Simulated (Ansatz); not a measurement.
Cubic perovskite BaTiO₃ (cubic high-temperature phase) was calculated with r²SCAN+rVV10 (PAW; Ansatz, a quantum-chemistry and plane-wave program).

Settings: plane-wave cutoff 560 eV, 8×8×8 k mesh, Fermi–Dirac smearing 0.01 eV, no spin polarisation, scalar-relativistic PAW data made under PBE.

Cell (relaxed at this level):

```cif
data_BaO3Ti
_chemical_formula_sum 'Ba1 Ti1 O3'
_space_group_name_H-M_alt 'Pm-3m'
_space_group_IT_number 221
_space_group_name_Hall '-P 4 2 3'
_cell_length_a 3.98251
_cell_length_b 3.98251
_cell_length_c 3.98251
_cell_angle_alpha 90.000
_cell_angle_beta 90.000
_cell_angle_gamma 90.000
loop_
_atom_site_label
_atom_site_type_symbol
_atom_site_symmetry_multiplicity
_atom_site_Wyckoff_symbol
_atom_site_fract_x
_atom_site_fract_y
_atom_site_fract_z
_atom_site_occupancy
Ba1 Ba 1 a 0.00000 0.00000 0.00000 1
Ti1 Ti 1 b 0.50000 0.50000 0.50000 1
O1 O 3 c 0.00000 0.50000 0.50000 1
```

### Question
Give the computed bulk modulus, band gap, smallest direct gap on the k points sampled and pressure derivative B′ of the bulk modulus.

### Answer

- bulk modulus = 186 GPa
- band gap = 2.19 eV
- smallest direct gap on the k points sampled = 2.29 eV
- pressure derivative B′ of the bulk modulus = 4.4

Measured, for comparison: band gap 3.2 eV (temperature not stated, not corrected to a static lattice; as tabulated in Matsushita et al. (2011), arXiv:1104.2769); bulk modulus 162 GPa (temperature not stated, not corrected to a static lattice, our sources range from 162 to 173; as tabulated in Matsushita et al. (2011), arXiv:1104.2769). Computed (rounded) less measured: bulk modulus +15 % (+8 % to +15 % over the range).

Note: the relaxation could not lower the start's symmetry, so the cell can be a saddle point above a distorted one.

Spin–orbit coupling is not included.

Computed values are for the static lattice.
